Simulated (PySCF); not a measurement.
Method: M06-2X/def2-TZVP // B3LYP-D3(BJ)/def2-SVP (PySCF). All species are isolated molecules in the gas phase. 

Reference species (SMILES): `O(C)C` (neutral, multiplicity 1).

```json
{
  "HOMO–LUMO gap": "11.08 eV",
  "HOMO": "-9.04 eV"
}
```

Changed species: `CN(C)C` (free base N(CH3)3; the reference has free base O(CH3)2).

Q: Give the shifts of the HOMO–LUMO gap and HOMO.

A: the HOMO–LUMO gap drops by 1.84 eV, to 9.24 eV; the HOMO rises by 1.59 eV, to -7.45 eV.
